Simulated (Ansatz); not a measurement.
# AlH3O: single points off equilibrium

An exercise on one series of results from a longer session: the logs are not shown, and one member is left open.

Computed with Ansatz 0.2.0, Gaussian basis. Level: single points in def2-TZVPP.

Cores are frozen in the correlated methods.

**Where the work starts**

SMILES `[OH][AlH2]`, 5 atoms, charge 0, spin multiplicity 1.

Atoms are counted from 1 here; the program's logs count them from 0.

Bond lengths: O1–Al2 1.715 Å, O1–H3 0.981 Å, Al2–H4 1.565 Å, Al2–H5 1.558 Å. Angles: Al2–O1–H3 178.0°, O1–Al2–H4 121.5°, O1–Al2–H5 118.9°, H4–Al2–H5 119.5°.

Geometry (Å):

```
O     0.52150   -0.87160    0.52050
Al   -0.23360    0.43480   -0.29490
H     0.93720   -1.64080    0.96610
H    -1.21210    0.19410   -1.49220
H     0.01680    1.88600    0.21270
```

Set-up of the first run:

run/in.yaml

```yaml
crystal:
  periodic: [false, false, false]
  atoms:
    - {symbol: O, position_ang: [0.521500, -0.871600, 0.520500]}
    - {symbol: Al, position_ang: [-0.233600, 0.434800, -0.294900]}
    - {symbol: H, position_ang: [0.937200, -1.640800, 0.966100]}
    - {symbol: H, position_ang: [-1.212100, 0.194100, -1.492200]}
    - {symbol: H, position_ang: [0.016800, 1.886000, 0.212700]}
basis:
  gaussian: {orbitals: def2-TZVPP}
correlation: {method: ccsd_t}
output: {forces: true}
```

The command line of these runs was not kept.

Steps of the session up to this table: CCSD(T)/def2-TZVPP; PBE0-D4/def2-TZVPP; wB97M-V/def2-TZVPP; r2SCAN-D4/def2-TZVPP; PBE-D4/def2-TZVPP; CAM-B3LYP-D4/def2-TZVPP; LC-wPBE/def2-TZVPP.

One of the session's tables, all rows but one given; the rest of the session is left out.

| method | RMS force component (eV/Å) | angle to CCSD(T) forces (°) | dipole (D) |
| --- | --- | --- | --- |
| CCSD(T) | 0.650 | reference | 1.05 |
| PBE0-D4 | 0.680 | 3.1 | 1.00 |
| wB97M-V | 0.619 | 4.0 | 1.04 |
| r2SCAN-D4 | 0.645 | 4.7 | 1.08 |
| PBE-D4 | 0.529 | 11.3 | 1.06 |
| CAM-B3LYP-D4 | 0.641 | 6.1 | 1.01 |
| LC-wPBE | ? | ? | ? |

Estimate the missing values for LC-wPBE.

The run gave: RMS force component (eV/Å): 0.662; angle to CCSD(T) forces (°): 2.3; dipole (D): 1.03. In the column «RMS force component (eV/Å)» it lies between CCSD(T) (0.650) and PBE0-D4 (0.680).
